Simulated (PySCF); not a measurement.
# How close is B3LYP for pyridazine radical anion?

The experiment to reproduce: a(1H H9/H10) 0.16 G [1]; a(1H H7/H8) -6.47 G [1]; a(14N N4/N5) 5.9 G [1]. Sources and the comparison follow the method.

Compound: pyridazine radical anion, C₄H₄N₂ (charge -1 and doublet state).
SMILES with atom numbers: `[cH:1]1[cH:2][cH:3][n:4][n:5][cH:6]1` (hydrogens: H7 on C1; H8 on C2; H9 on C3; H10 on C6)

Structure used (PBE0-D3(BJ)/def2-SVP), in Å, numbered top down from 1:
```xyz
10
C4H4N2 angstrom
C      0.706    0.835    0.061
C     -0.737    0.806    0.042
C     -1.304   -0.460   -0.051
N     -0.663   -1.625   -0.124
N      0.734   -1.597   -0.106
C      1.326   -0.407   -0.017
H      1.286    1.760    0.129
H     -1.356    1.706    0.099
H     -2.404   -0.554   -0.070
H      2.429   -0.456   -0.008
```

Identity: `c1ccnnc1` (pyridazine radical anion) [SMILES of the parent framework; charge -1 and doublet state].

Computed, not measured: UKS B3LYP, IGLO-III on C N, pcH-1 on H, non-relativistic, mean-field spin-orbit, GIAO (PySCF 2.14.0). Whether the extra electron is bound in the gas phase wasn't checked; a finite basis holds it in any case. The SCF solution wasn't tested for stability. No frequencies were computed at this geometry's level, so the symmetric structure isn't shown to be a minimum.

| nucleus | computed a_iso (MHz) | published | in MHz | difference of magnitudes (MHz) | source |
| --- | --- | --- | --- | --- | --- |
| 1H H9/H10 | 2.3 | 0.16 G | 0.4 | +1.9 | [1] |
| 1H H7/H8 | -22.2 | -6.47 G | -18.1 | +4.1 | [1] |
| 14N N4/N5 | 14.2 | 5.9 G | 16.5 | -2.3 | [1] |

Values published in field units are turned into MHz with the computed g_iso.

Sources: [1] measured, solution or matrix (EPR); Pople, Beveridge, Approximate Molecular Orbital Theory, McGraw-Hill 1970 (compilation of measured values).

The measured numbers hold vibrational averaging and, outside the gas phase, effects of the matrix or solvent; the computed ones belong to one rigid, isolated geometry and carry the errors of functional and basis. An EPR spectrum gives magnitudes, so published signs often rest on theory.

The largest Mulliken spin populations are on C1 (+0.33), C2 (+0.33), N4 (+0.32) and N5 (+0.32). Four atoms exceed +0.15.

The unrestricted determinant has ⟨S²⟩ = 0.7634 (exact 0.7500), so spin contamination is small.

Hardware: one thread of an Arm Neoverse V2, no GPU, shared host. Cost: 33 s.
